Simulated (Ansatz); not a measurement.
Structure relaxation of Ti2W

Method: DFT PBE, scalar-relativistic, plane waves, PAW (Ansatz 0.2.0). Cutoff 420 eV, Γ-centred k mesh, Gaussian smearing, no spin polarisation in the final step.

Ti2W was placed on the CaC2 structure type (I4/mmm, No. 139), with W in place of Ca, Ti in place of C, at a guessed volume.

```
CELL_PARAMETERS angstrom
-1.93419 1.93419 3.17228
1.93419 -1.93419 3.17228
1.93419 1.93419 -3.17228
ATOMIC_POSITIONS crystal
Ti 0.59300 0.59300 0.00000
Ti 0.40700 0.40700 0.00000
W 0.00000 0.00000 0.00000
```

Steps on the 6×6×6 mesh (3 atoms). 12 of 21 steps are shown, and the free energy counts from the last. Trial steps that were taken back and renewals of the plane-wave basis can be among the rows.

```tsv
step	ΔF (meV/atom)	V (Å³/atom)	P (GPa)	largest force component (eV/Å)
1	15233.2	15.82	325.60	245.222
3	1737.2	16.23	35.55	18.113
5	487.4	16.84	2.97	2.551
6	381.9	16.46	4.85	1.396
8	189.9	16.28	1.65	0.429
10	151.1	16.19	-0.47	0.035
12	77.2	16.11	4.59	0.064
14	23.1	16.63	-0.47	0.150
16	3.7	16.56	1.24	0.153
17	3.0	16.68	-0.59	0.100
19	0.3	16.62	0.59	0.014
21	0.0	16.71	-0.12	0.010
```

A final relaxation ran on a 20×20×20 mesh. The relaxed crystal, I4/mmm (No. 139):

Space group I4/mmm (No. 139). a = 3.230 Å, b = 3.230 Å, c = 9.594 Å, α = 90.00°, β = 90.00°, γ = 90.00°
```json
{"atom": "Ti", "site": "4e", "symmetry": "4mm", "x": "0.5000", "y": "0.5000", "z": "0.1537"}
{"atom": "W", "site": "2a", "symmetry": "4/mmm", "x": "0.0000", "y": "0.0000", "z": "0.0000"}
```

```yaml
Volume_per_atom: 16.69 Å³
Density: 9.27 g/cm³
Energy_over_the_elements: 0.04 eV/atom
Gap_on_the_20×20×20_mesh: 0 eV (a metal)
```

Formation energies are uncorrected and refer to the elements' standard structures at the same level.

The final run used a 20×20×20 mesh on its 3-atom cell and 0.10 eV smearing. The k mesh leaves about 4 meV/atom of noise in metals. Spin–orbit coupling is left out.

Symmetry constrained the relaxation, so the result can be a saddle point.

Cost: 3 runs of about 2.6 core-minutes in all, on Intel Xeon 6975P-C (Granite Rapids) (shared hosts).